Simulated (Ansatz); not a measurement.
**PBE/6-31G(d) (spherical functions) run of C6H12 (SMILES C=CCCCC)**

What is the energy change on altering one bond length of C6H12 at PBE/6-31G* (spherical functions)? 

Program for the calculation: Ansatz 0.2.0.

30 further runs of the same task are left out: 30 set aside as unsound or not needed.

**1. The structure to begin with**

C6H12 has 18 atoms, charge 0, and is taken as a singlet. SMILES: `C=CCCCC`. Geometry: relaxed at PBE0-D4/def2-TZVP. This is one conformer, not always the lowest.

Some bond lengths: C1–C2 1.326 Å, C2–C3 1.492 Å, C3–C4 1.531 Å, C4–C5 1.524 Å, C5–C6 1.520 Å, C1–H7 1.084 Å, C1–H8 1.086 Å, C2–H9 1.089 Å, C3–H10 1.097 Å, C3–H11 1.094 Å, C4–H12 1.096 Å, C4–H13 1.095 Å, C5–H14 1.095 Å, C5–H15 1.095 Å, C6–H16 1.092 Å, C6–H17 1.094 Å. Some angles: C1–C2–C3 124.9°, C2–C3–C4 113.7°, C3–C4–C5 115.3°, C4–C5–C6 114.1°, C1–C2–H9 118.5°, C3–C2–H9 116.6°, C2–C1–H7 121.7°, C2–C1–H8 121.3°, C2–C3–H10 109.2°, C2–C3–H11 109.2°.

**2. A single-point energy at PBE/6-31G(d) (spherical functions)**

run.yaml

```yaml
crystal:
  periodic: [false, false, false]
  atoms:
    - {symbol: C, position_ang: [0.557260, -2.464680, -1.410260]}
    - {symbol: C, position_ang: [0.256910, -1.557210, -0.491470]}
    - {symbol: C, position_ang: [1.057370, -0.329250, -0.211220]}
    - {symbol: C, position_ang: [0.323130, 0.973080, -0.541800]}
    - {symbol: C, position_ang: [-0.989470, 1.187860, 0.202760]}
    - {symbol: C, position_ang: [-0.845170, 1.224200, 1.715550]}
    - {symbol: H, position_ang: [-0.065590, -3.336430, -1.575290]}
    - {symbol: H, position_ang: [1.443620, -2.368500, -2.030700]}
    - {symbol: H, position_ang: [-0.640990, -1.700710, 0.106950]}
    - {symbol: H, position_ang: [1.345430, -0.320820, 0.846750]}
    - {symbol: H, position_ang: [1.988200, -0.368130, -0.784830]}
    - {symbol: H, position_ang: [0.995820, 1.811240, -0.325440]}
    - {symbol: H, position_ang: [0.130050, 0.999120, -1.619240]}
    - {symbol: H, position_ang: [-1.426830, 2.131340, -0.139440]}
    - {symbol: H, position_ang: [-1.706150, 0.409590, -0.080020]}
    - {symbol: H, position_ang: [-1.797970, 1.454720, 2.197410]}
    - {symbol: H, position_ang: [-0.124150, 1.987240, 2.023900]}
    - {symbol: H, position_ang: [-0.501450, 0.267350, 2.116390]}
basis:
  gaussian:
    orbitals: 6-31G_st_-spherical.json
hamiltonian:
  xc: pbe
accuracy: high
output: {orbitals: {seedname: orbitals}}
```

The basis set 6-31G* is read from a file made from the Basis Set Exchange's data (not shown).

Command:

```
$ ansatz run run.yaml --threads 1 --pin off --max-ram 3480MiB --events-out events.jsonl --progress --plain --runs-dir runs
```

Log:

```text
Warning: RAYON_NUM_THREADS=1 ignored (pool sized by the plan → 1); use --threads N
Functional definition: PBE
  name "PBE"
  parameter kappa = 0.804
  parameter beta = 0.06672455060314922
  exchange = pbe_x(kappa = kappa, mu = beta*pi^2/3)
  correlation = pbe_c(beta = beta)
2830 factors; integrals over basis functions are off by at most 3.4e-9 eV
mean field evaluation 1: about -6393.9202 eV, gradient 7.3e1 eV
mean field evaluation 2: about -6379.3080 eV, gradient 1.0e2 eV
mean field evaluation 4: about -6407.7486 eV, gradient 9.6e0 eV
mean field evaluation 8: about -6407.9671 eV, gradient 1.2e-1 eV
mean field evaluation 16: about -6407.9671 eV, gradient 1.3e-5 eV
mean field -6407.96708730 eV, -235.4884469822 hartree, gradient 3.4e-8 eV, S^2 0.000000; 0 other end points of the search recorded, 0 dependent functions left out
reference -6407.96709021 eV, -235.4884470892 hartree; 24, 24 occupied and 84, 84 virtual orbitals, 2830 factors
Total energy: -6407.96709021 eV, -235.4884470892 hartree
```

It took 16 s on 1 thread of Arm Neoverse V1, shared host; peak memory 0.37 GiB.

**3. The distorted shape, same level**

job.yaml

```yaml
crystal:
  periodic: [false, false, false]
  atoms:
    - {symbol: C, position_ang: [0.413224, -2.468895, -1.939268]}
    - {symbol: C, position_ang: [0.112874, -1.561425, -1.020478]}
    - {symbol: C, position_ang: [0.913334, -0.333465, -0.740228]}
    - {symbol: C, position_ang: [0.179094, 0.968865, -1.070808]}
    - {symbol: C, position_ang: [-1.133506, 1.183645, -0.326248]}
    - {symbol: C, position_ang: [-0.989206, 1.219985, 1.186542]}
    - {symbol: H, position_ang: [-0.209626, -3.340645, -2.104298]}
    - {symbol: H, position_ang: [1.299584, -2.372715, -2.559708]}
    - {symbol: H, position_ang: [-0.785026, -1.704925, -0.422058]}
    - {symbol: H, position_ang: [1.345430, -0.320820, 0.846750]}
    - {symbol: H, position_ang: [1.844164, -0.372345, -1.313838]}
    - {symbol: H, position_ang: [0.851784, 1.807025, -0.854448]}
    - {symbol: H, position_ang: [-0.013986, 0.994905, -2.148248]}
    - {symbol: H, position_ang: [-1.570866, 2.127125, -0.668448]}
    - {symbol: H, position_ang: [-1.850186, 0.405375, -0.609028]}
    - {symbol: H, position_ang: [-1.942006, 1.450505, 1.668402]}
    - {symbol: H, position_ang: [-0.268186, 1.983025, 1.494892]}
    - {symbol: H, position_ang: [-0.645486, 0.263135, 1.587382]}
basis:
  gaussian:
    orbitals: 6-31G_st_-spherical.json
hamiltonian:
  xc: pbe
accuracy: high
output: {orbitals: {seedname: orbitals}}
```

The basis set 6-31G* is read from a file made from the Basis Set Exchange's data (not shown).

Command:

```
$ ansatz run job.yaml --threads 1 --pin off --max-ram 3480MiB --events-out events.jsonl --progress --plain --runs-dir runs
```

Log, shortened:

```text
Warning: RAYON_NUM_THREADS=1 ignored (pool sized by the plan → 1); use --threads N
[... 6 set-up lines as earlier in the session ...]
2834 factors; integrals over basis functions are off by at most 8.1e-9 eV
mean field evaluation 1: about -6391.1816 eV, gradient 7.5e1 eV
mean field evaluation 2: about -6370.3870 eV, gradient 1.1e2 eV
mean field evaluation 4: about -6405.9115 eV, gradient 1.1e1 eV
mean field evaluation 8: about -6406.2112 eV, gradient 2.1e-1 eV
mean field evaluation 16: about -6406.2113 eV, gradient 3.1e-5 eV
mean field -6406.21134689 eV, -235.4239247123 hartree, gradient 3.2e-8 eV, S^2 0.000000; 0 other end points of the search recorded, 0 dependent functions left out
reference -6406.21134992 eV, -235.4239248234 hartree; 24, 24 occupied and 84, 84 virtual orbitals, 2834 factors
Total energy: -6406.21134992 eV, -235.4239248234 hartree
```

Wall time 15 s (1 thread of Arm Neoverse V1, shared host); peak memory 0.37 GiB.

**4. What came out**

At PBE/6-31G* (spherical functions):

| quantity | value |
| --- | --- |
| first shape: total energy | -235.48845 Eh |
| first shape: HOMO energy | -5.86 eV |
| first shape: LUMO energy | -0.14 eV |
| first shape: HOMO–LUMO gap | 5.73 eV |
| distorted shape: total energy | -235.42392 Eh |
| distorted shape: HOMO energy | -5.86 eV |
| distorted shape: LUMO energy | -1.07 eV |
| distorted shape: HOMO–LUMO gap | 4.79 eV |
| energy change with the C3–H10 bond stretched from 1.097 to 1.645 Å | 1.756 eV |

What this shows: With the C3–H10 bond stretched from 1.097 to 1.645 Å the energy rises by 1.76 eV (40 kcal/mol). The first shape isn't relaxed at this level, so the change isn't measured from a minimum.
